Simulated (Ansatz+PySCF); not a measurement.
A calculation with PySCF 2.14.0.

```python
from pyscf import gto, scf, cc

mol = gto.M(atom="""
F 0.000000 0.000000 0.000000
F 0.000000 0.000000 1.260000
""", basis='sto-3g', charge=1, spin=1)
mf = scf.UHF(mol)
mf.kernel()
mycc = cc.CCSD(mf, frozen=2).run()
et = mycc.ccsd_t()
print(mf.e_tot, mycc.e_corr, et, mycc.e_tot + et)
```

The script is written out from the run's settings.

Results

- Converged: yes
- Reference energy: -195.53324 hartree
- CCSD correlation energy: -0.11543 hartree
- Triples correction: -0.00154 hartree
- Total energy: -195.65022 hartree
- Spin squared of the determinant: 0.750

This is not the lowest solution: another run reaches a determinant 0.31 eV lower.
